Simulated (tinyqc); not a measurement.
Worked calculation: extended Hueckel theory, for BH+. The parameters take no account of the charge, which enters only through the electron count. One step of it, computed by the program tinyqc.

Question. Mulliken analysis. P = C n C^T; charge = valence electrons (B 3, H 1) minus the sum of (P S)_ii on the atom; overlap population = 2 sum P_ij S_ij between two atoms.

coefficients:
```
,MO1,MO2,MO3,MO4,MO5
1B 2s,0.656505,-0.575698,0.000000,0.000000,-1.014472
1B 2px,0.000000,0.000000,0.999559,-0.029708,0.000000
1B 2py,0.000000,0.000000,0.029708,0.999559,0.000000
1B 2pz,-0.014555,0.657654,0.000000,0.000000,-1.185258
2H 1s,0.480274,0.433697,0.000000,0.000000,1.486735
```

occupations: 2.000000  1.000000  0.000000  0.000000  0.000000

overlap S, lower triangle:
```
,1B 2s,1B 2px,1B 2py,1B 2pz,2H 1s
1B 2s,1.000000
1B 2px,0.000000,1.000000
1B 2py,0.000000,0.000000,1.000000
1B 2pz,0.000000,0.000000,0.000000,1.000000
2H 1s,0.548707,0.000000,0.000000,0.564418,1.000000
```

Give: charges; Overlap populations.

Answer.

charges: 1B 1.0115, 2H -0.0115

Overlap populations:
```
pair,value
2-1,0.724221
```
